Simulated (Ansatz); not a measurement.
# ClH3SSi (SMILES S[SiH2]Cl): single points off equilibrium

The atoms stand at a structure displaced at random from a GFN2-xTB minimum. How far do the functionals agree with CCSD(T) there?

Computed with Ansatz 0.2.0, Gaussian basis. Level: single points in def2-TZVPP.

Cores are frozen in the correlated methods.

### Step 1. The system as given

SMILES `S[SiH2]Cl`, 6 atoms, charge 0, spin multiplicity 1.

Atoms are counted from 1 here; the program's logs count them from 0.

Bond lengths: S1–Si2 2.167 Å, S1–H4 1.419 Å, Si2–Cl3 2.348 Å, Si2–H5 1.232 Å. Angles: Si2–S1–H4 91.8°, S1–Si2–Cl3 107.3°, S1–Si2–H5 115.9°, Cl3–Si2–H5 110.3°.

Coordinates:

```
S    -1.10190   -1.16770   -0.22920
Si    0.58570    0.14730    0.11400
Cl   -0.25030    2.33900    0.22610
H    -1.59410   -0.33660   -1.26870
H     1.49720    0.07860   -0.71240
H     1.06550   -0.55450    1.67630
```

### Step 2. CCSD(T)/def2-TZVPP

run/in.yaml reads:

```yaml
crystal:
  periodic: [false, false, false]
  atoms:
    - {symbol: S, position_ang: [-1.101900, -1.167700, -0.229200]}
    - {symbol: Si, position_ang: [0.585700, 0.147300, 0.114000]}
    - {symbol: Cl, position_ang: [-0.250300, 2.339000, 0.226100]}
    - {symbol: H, position_ang: [-1.594100, -0.336600, -1.268700]}
    - {symbol: H, position_ang: [1.497200, 0.078600, -0.712400]}
    - {symbol: H, position_ang: [1.065500, -0.554500, 1.676300]}
basis:
  gaussian: {orbitals: def2-TZVPP}
correlation: {method: ccsd_t}
output: {forces: true}
```

No record of the launch command was kept for these runs.

### Step 3. PBE0-D4/def2-TZVPP

run/in.yaml, as its differences from that of step 2:

```diff
@@ -11,3 +11,3 @@
   gaussian: {orbitals: def2-TZVPP}
-correlation: {method: ccsd_t}
-output: {forces: true}
+hamiltonian: {xc: pbe0, dispersion: d4}
+output: {forces: true, orbitals: {seedname: orbitals}}
```

### Step 4. wB97M-V/def2-TZVPP

run/in.yaml, as its differences from that of step 3:

```diff
@@ -11,3 +11,3 @@
   gaussian: {orbitals: def2-TZVPP}
-hamiltonian: {xc: pbe0, dispersion: d4}
-output: {forces: true, orbitals: {seedname: orbitals}}
+hamiltonian: {xc: {name: wB97M-V}}
+output: {forces: true}
```

### Step 5. r2SCAN-D4/def2-TZVPP

run/in.yaml, as its differences from that of step 4:

```diff
@@ -11,3 +11,3 @@
   gaussian: {orbitals: def2-TZVPP}
-hamiltonian: {xc: {name: wB97M-V}}
+hamiltonian: {xc: r2scan, dispersion: d4}
 output: {forces: true}
```

### Step 6. PBE-D4/def2-TZVPP

run/in.yaml, as its differences from that of step 5:

```diff
@@ -11,3 +11,3 @@
   gaussian: {orbitals: def2-TZVPP}
-hamiltonian: {xc: r2scan, dispersion: d4}
+hamiltonian: {xc: pbe, dispersion: d4}
 output: {forces: true}
```

### Step 7. CAM-B3LYP-D4/def2-TZVPP

run/in.yaml, as its differences from that of step 6:

```diff
@@ -11,3 +11,3 @@
   gaussian: {orbitals: def2-TZVPP}
-hamiltonian: {xc: pbe, dispersion: d4}
+hamiltonian: {xc: {name: CAM-B3LYP}, dispersion: d4}
 output: {forces: true}
```

### Step 8. wB97X-V/def2-TZVPP

run/in.yaml, as its differences from that of step 7:

```diff
@@ -11,3 +11,3 @@
   gaussian: {orbitals: def2-TZVPP}
-hamiltonian: {xc: {name: CAM-B3LYP}, dispersion: d4}
+hamiltonian: {xc: {name: wB97X-V}}
 output: {forces: true}
```

(Steps that only read results are left out.)

Before running it: what results should come out? Wanted: energy less free atoms, CCSD(T)/def2-TZVPP; RMS force component; RMS force error; HOMO and LUMO, PBE0-D4; T1 diagnostic.

As calculated:

| quantity | value |
| --- | --- |
| energy less free atoms, CCSD(T)/def2-TZVPP | -1515.2 kJ/mol |
| RMS force component | 3.282 to 3.407 eV/Å over the methods |
| RMS force error | PBE0-D4 0.067, wB97M-V 0.068, r2SCAN-D4 0.066, PBE-D4 0.193, CAM-B3LYP-D4 0.077, wB97X-V 0.088 eV/Å |
| HOMO and LUMO, PBE0-D4 | -7.98 and -1.67 eV |
| T1 diagnostic | 0.012 |

Against CCSD(T) the functionals' energies less atoms differ by -68.3 to -39.1 kJ/mol, PBE-D4 by -68.3 kJ/mol. The reference is not at the basis limit: in triple zeta CCSD(T) underbinds, which counts against methods that bind more; the gaps are no ranking. The forces of r2SCAN-D4 come nearest to CCSD(T), those of PBE-D4 are farthest. Frozen-core CCSD(T) forces in triple zeta carry basis errors of their own, and this is one geometry, so small gaps rank nothing.
